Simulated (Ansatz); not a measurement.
A made-up structure of CH2BSi (charge +1), singlet:

```
atom    x (Å)    y (Å)    z (Å)
  B1   0.9186  -0.0512  -0.1296
  C2  -0.4745  -0.1067  -0.0193
 Si3  -1.5086   1.0362   0.8285
  H4   1.6182  -0.9554  -0.0053
  H5   2.0860   0.0550  -0.1836
```

It is relaxed with PBE-D4/def2-SVP and then PBE0-D4/def2-TZVP (Ansatz 0.2.0). Atoms count as bonded within 1.22 times the sum of their covalent radii (H–H: 0.88 Å). The end point is not checked to be a true minimum.

Q: Does its bonding change? (Judge from chemistry; the calculation decides.)

A: Computed: Yes. Formed: C2–H4; broken: B1–H4.

Where it ends: The first stage lowers the energy by 3.01 eV in 18 steps. It ends as CH₂BSi ([BH][CH][Si]), total charge +1:
```json
{"atom": "B1", "x (Å)": "1.3735", "y (Å)": "0.2105", "z (Å)": "-0.2219"}
{"atom": "C2", "x (Å)": "0.1528", "y (Å)": "-0.2612", "z (Å)": "0.2712"}
{"atom": "Si3", "x (Å)": "-1.2996", "y (Å)": "0.6861", "z (Å)": "0.5675"}
{"atom": "H4", "x (Å)": "0.0439", "y (Å)": "-1.3286", "z (Å)": "0.5125"}
{"atom": "H5", "x (Å)": "2.3691", "y (Å)": "0.6711", "z (Å)": "-0.6386"}
```

Labels in which every atom is bracketed show which atoms are joined, not bond orders.

For scale, one of the runs: PBE0-D4/def2-TZVP relaxation, 111 basis functions, launched by `ansatz run in.yaml --threads 2 --pin off --events-out ev --progress --plain --max-ram 4352MiB`. Hardware: 2 CPU threads of an Arm Neoverse V2, shared host. Wall time about 8 s.
